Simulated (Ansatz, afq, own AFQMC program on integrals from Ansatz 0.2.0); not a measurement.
# BSiH2 (quartet): AFQMC on the coupled-cluster ladder at distance Si1–B2 = 1.915 Å, cc-pVDZ, part 2 of 2

Ansatz 0.2.0, Gaussian basis, and an in-house AFQMC program (afq) on its integrals; all values are calculated; cc-pVDZ, frozen cores.

### Step 9. CCSDT(Q) on UHF

File in.yaml:

```yaml
crystal:
  periodic: [false, false, false]
  atoms:
    - {symbol: Si, position_ang: [0.000000, -0.047060, 0.551810]}
    - {symbol: B, position_ang: [0.000000, -0.060513, -1.363344]}
    - {symbol: H, position_ang: [0.000000, 1.171072, 1.447364]}
    - {symbol: H, position_ang: [0.000000, 0.789266, -2.200146]}
basis:
  gaussian: {orbitals: cc-pVDZ}
magnetization: {spin_polarized: true, initial_magnetization: 3}
correlation: {method: ccsdt_q, electrons: outside_noble_gas}
```

Launch:

```console
ansatz run in.yaml --threads 1 --pin off --events-out ev --progress --plain --max-ram 1382MiB
```

Log, shortened:

```text
Functional definition: HF
  name "HF"
  cite "Fock, Z. Phys. 61, 126 (1930) doi:10.1007/BF01340294"
  parent pbe
[...]
776 factors; integrals over basis functions are off by at most 2.0e-7 eV
[...]
mean field -8561.83950057 eV, -314.6417982226 hartree, gradient 2.7e-6 eV, S^2 3.761282; 1 other end points of the search recorded, 0 dependent functions left out
determinant -8561.83950057 eV, -314.6417982226 hartree, with singles and doubles -8566.16588755 eV, -314.8007900117 hartree
determinant -8559.71743802 eV, -314.5638138623 hartree, with singles and doubles -8563.96510913 eV, -314.7199128964 hartree
6 core orbitals not correlated: weight in the atoms' cores, before any rotation towards them, 1.000 or more for the frozen orbitals, at most 0.000 for the correlated occupied ones
reference -8561.83950057 eV, -314.6417982226 hartree; 6, 3 occupied and 30, 33 virtual orbitals, 776 factors
second order -3.40522945 eV of doubles, -0.00000000 eV of singles
cycle   1  -4.04429034 eV  change   -6.4e-1 eV  update   7.4e-2
[...]
cycle  17  -4.49257641 eV  change    4.0e-7 eV  update   3.4e-7
perturbative correction -0.00647195 eV, -0.0002378399 hartree
Total energy: -8566.33854893 eV, -314.8071352003 hartree
```

Run time: 12 s. Hardware: 1 thread of Arm Neoverse V1, shared host.

From the report: ⟨S²⟩ of the determinant 3.761 (pure quartet: 3.75); correlation -4.4990 eV; T1 0.027; largest double amplitude 0.04.

### Step 10. Phaseless AFQMC, CISD trial on UHF

It reads the integrals that the CCSD(T) run on this determinant wrote.

Launch:

```console
afq ham --method phaseless --trial cisd --walkers 60 --populations 1 --least-time 40 --time-step 0.005 --steps-per-block 50 --equilibration-blocks 28 --max-blocks 300 --target-error 0.00036 --factor-cut 1e-05 --start spin_pure --seed 6303 --release-times 0.24,0.51,0.99,1.62,2.4 --release-step 0.03 --release-every 4 --taylor-order 6
```

Log:

```text
orbitals 36  electrons 6 3  factors 274 of 404
reference energy -314.64179736 Eh
CCSD correlation -0.15900111 Eh in 12 cycles, weight of the determinant in the CISD state 0.8917
energy of the start -314.800576 Eh
 block  time / (1/Eh)  mean weight  energy / Eh
     1     0.250  0.9998  -314.799083
     2     0.500  1.0005  -314.799319
     3     0.750  0.9983  -314.799972
     4     1.000  1.0004  -314.801402
     5     1.250  1.0009  -314.801900
     6     1.500  0.9989  -314.802320
     7     1.750  0.9993  -314.804877
     8     2.000  0.9995  -314.806690
     9     2.250  0.9987  -314.804253
    10     2.500  0.9991  -314.803519
    13     3.250  1.0020  -314.801217
    17     4.250  1.0013  -314.803541
    21     5.250  1.0017  -314.804873
    25     6.250  0.9998  -314.806221
    29     7.250  0.9992  -314.806126
    33     8.250  1.0010  -314.805644
    37     9.250  1.0012  -314.805755
    41    10.250  0.9990  -314.802521
    45    11.250  0.9990  -314.807894
    49    12.250  1.0005  -314.806170
    53    13.250  1.0001  -314.807912
    57    14.250  0.9982  -314.805476
    61    15.250  1.0009  -314.809615
    65    16.250  0.9986  -314.806332
    69    17.250  0.9990  -314.806607
    73    18.250  0.9994  -314.807519
    77    19.250  0.9994  -314.804279
    81    20.250  1.0004  -314.808548
    85    21.250  0.9988  -314.808241
    89    22.250  0.9989  -314.807422
    93    23.250  1.0024  -314.805526
    97    24.250  0.9999  -314.802463
   101    25.250  0.9992  -314.805909
   105    26.250  1.0011  -314.805962
   109    27.250  1.0004  -314.803718
   113    28.250  0.9989  -314.809995
   117    29.250  0.9996  -314.811022
   121    30.250  0.9986  -314.807867
   125    31.250  0.9987  -314.808030
   129    32.250  0.9986  -314.805153
   133    33.250  1.0007  -314.805254
   137    34.250  1.0004  -314.808874
   141    35.250  0.9992  -314.810095
   145    36.250  0.9998  -314.809566
   149    37.250  1.0003  -314.807396
   153    38.250  1.0003  -314.805056
   157    39.250  1.0005  -314.807060
   161    40.250  0.9990  -314.807155
   165    41.250  1.0007  -314.802967
   169    42.250  1.0006  -314.805741
   173    43.250  1.0011  -314.806206
   177    44.250  1.0008  -314.806384
   181    45.250  1.0010  -314.810860
   185    46.250  0.9975  -314.804660
blocks merged  error / Eh  count
     1  0.000188  160
     2  0.000238  80
     4  0.000296  40
     8  0.000324  20
    16  0.000421  10
released: time / (1/Eh)  energy / Eh  error  mean overlap
  0.24  -314.806833  0.000364  1.0087
  0.51  -314.806777  0.000293  1.0034
  0.99  -314.807413  0.000385  0.9979
  1.62  -314.807102  0.000322  1.0125
  2.40  -314.807095  0.000388  1.0062
energy -314.807041 +/- 0.000324 Eh
```

Wall time 3.4 min (1 thread of Arm Neoverse V1, shared host).

Energy -8566.3360 ± 0.0088 eV. Caveats: constraint bias not in the error. The error still grows with block length (0.0081 to 0.0115 eV), so the bar may be too small.

### Step 11. Phaseless AFQMC, single-determinant trial on UHF

It reads the integrals that the CCSD(T) run on this determinant wrote.

Launch:

```console
afq ham --method phaseless --trial hf --walkers 120 --populations 1 --least-time 40 --time-step 0.005 --steps-per-block 20 --equilibration-blocks 112 --max-blocks 600 --target-error 0.00108 --factor-cut 1e-05 --start spin_pure --seed 2545 --taylor-order 6
```

Log:

```text
orbitals 36  electrons 6 3  factors 274 of 404
reference energy -314.64179736 Eh
CCSD correlation -0.15900111 Eh in 12 cycles, weight of the determinant in the CISD state 0.8917
energy of the start -314.641955 Eh
 block  time / (1/Eh)  mean weight  energy / Eh
     1     0.100  1.0001  -314.669077
     2     0.200  0.9990  -314.687957
     3     0.300  1.0005  -314.705246
     4     0.400  0.9999  -314.720392
     5     0.500  1.0011  -314.730840
     6     0.600  1.0022  -314.740110
     7     0.700  0.9997  -314.745835
     8     0.800  0.9993  -314.753648
     9     0.900  1.0005  -314.759835
    10     1.000  1.0021  -314.765667
    18     1.800  1.0005  -314.787970
    35     3.500  1.0002  -314.811452
    52     5.200  1.0014  -314.806053
    69     6.900  0.9988  -314.806048
    86     8.600  1.0001  -314.801962
   103    10.300  0.9988  -314.812034
   120    12.000  1.0012  -314.803931
   137    13.700  1.0006  -314.809397
   154    15.400  1.0005  -314.806760
   171    17.100  1.0003  -314.798970
   188    18.800  1.0004  -314.812326
   205    20.500  1.0007  -314.800752
   222    22.200  1.0002  -314.800310
   239    23.900  0.9969  -314.805398
   256    25.600  1.0007  -314.801504
   273    27.300  1.0012  -314.802038
   290    29.000  0.9998  -314.798918
   307    30.700  1.0007  -314.792498
   324    32.400  0.9999  -314.809605
   341    34.100  0.9981  -314.832794
   358    35.800  1.0005  -314.847171
   375    37.500  0.9991  -314.797774
   392    39.200  1.0019  -314.816294
   409    40.900  0.9988  -314.814785
   426    42.600  1.0000  -314.807928
   443    44.300  1.0011  -314.813593
   460    46.000  1.0002  -314.820517
   477    47.700  1.0011  -314.796420
   494    49.400  1.0003  -314.796437
   511    51.100  0.9993  -314.818180
   528    52.800  0.9999  -314.807181
   545    54.500  1.0001  -314.798430
   562    56.200  0.9994  -314.815835
   579    57.900  0.9996  -314.801874
   596    59.600  0.9998  -314.815894
   613    61.300  0.9989  -314.796231
   630    63.000  1.0010  -314.810660
   647    64.700  0.9999  -314.818459
   664    66.400  1.0003  -314.818764
   681    68.100  0.9998  -314.794803
   698    69.800  0.9999  -314.807361
blocks merged  error / Eh  count
     1  0.000414  600
     2  0.000553  300
     4  0.000720  150
     8  0.000878  75
    16  0.001006  37
    32  0.001255  18
    64  0.001354  9
energy -314.807987 +/- 0.001255 Eh
```

It took 4 min on 1 thread of Arm Neoverse V1, shared host.

Energy -8566.3617 ± 0.0341 eV. Caveats: constraint bias not in the error.

### Step 12. Free-projection AFQMC, CISD trial on UHF

It reads the integrals that the CCSD(T) run on this determinant wrote.

Launch:

```console
afq ham --method free --trial cisd --walkers 60 --time-step 0.03 --max-blocks 80 --target-error 0.00036 --factor-cut 1e-05 --seed 199 --times 0,0.3,0.6,1.2,1.8,2.4,3.6,4.8,6 --taylor-order 8
```

Log:

```text
orbitals 36  electrons 6 3  factors 274 of 404
reference energy -314.64179736 Eh
CCSD correlation -0.15900111 Eh in 12 cycles, weight of the determinant in the CISD state 0.8917
repeat  energy at the last time / Eh  error
    10  -314.807180  0.001091
    20  -314.806820  0.000654
    30  -314.807123  0.000632
    40  -314.807009  0.000807
    50  -314.807216  0.000734
    60  -314.807039  0.000634
    70  -314.807017  0.000556
    80  -314.807031  0.000507
time / (1/Eh)  energy / Eh  error  mean overlap
  0.00  -314.800714  0.000081  1.1205
  0.30  -314.803701  0.000106  1.1143
  0.60  -314.805250  0.000144  1.1036
  1.20  -314.806374  0.000164  1.1001
  1.80  -314.806643  0.000168  1.1063
  2.40  -314.807028  0.000212  1.1096
  3.60  -314.807346  0.000283  1.1180
  4.80  -314.807102  0.000335  1.1275
  6.00  -314.807031  0.000507  1.1829
energy -314.807031 +/- 0.000507 Eh
```

It took 4.4 min on 1 thread of Arm Neoverse V1, shared host.

Energy -8566.3357 ± 0.0138 eV. Caveats: remainder of the start not in the error.

### Step 13. All levels side by side

On the UHF determinant, counted from CCSDT(Q) (a yardstick, not exact):

```tsv
level	energy (eV)	from CCSDT(Q) (meV)	statistical error (meV)	time
HF	-8561.8395	+4499.1		
MP2	-8565.2447	+1093.9		
CCSD	-8566.1661	+172.4		
CCSD(T)	-8566.2958	+42.8		
CCSDT(Q)	-8566.3385	0.0		
Phaseless AFQMC, CISD trial, step 0.005, 60 walkers	-8566.3360	+2.6	8.8	3.4 min
Phaseless AFQMC, single-determinant trial, step 0.005, 120 walkers	-8566.3617	-23.2	34.1	4 min
Free-projection AFQMC, CISD trial, step 0.03, 60 walkers	-8566.3357	+2.8	13.8	4.4 min
```

The functionals' totals stand on their own zeros and serve differences with other points: PBE -8576.099 eV; r2SCAN -8580.324 eV; PBE0 -8577.116 eV; B3LYP -8582.003 eV; wB97M-V -8580.045 eV; B2PLYP -8576.940 eV.

### Step 14. Summary of results

This closing draws on all 2 parts.

| quantity | value |
| --- | --- |
| CCSD(T) on UHF from CCSDT(Q) | +42.8 meV |
| Phaseless AFQMC, CISD trial on UHF from CCSDT(Q) | +2.6 ± 8.8 meV |
| Phaseless AFQMC, single-determinant trial on UHF from CCSDT(Q) | -23.2 ± 34.1 meV |
| Free-projection AFQMC, CISD trial on UHF from CCSDT(Q) | +2.8 ± 13.8 meV |

On UHF the phaseless walk with the CISD trial lies +2.6 meV from CCSDT(Q), within three error bars. Free projection has no constraint; at the last time it gives +2.8 ± 13.8 meV, and from a start that isn't spin pure other spins can mix in. Error bars are statistical and leave out the constraint, the time step and what remains of the start.
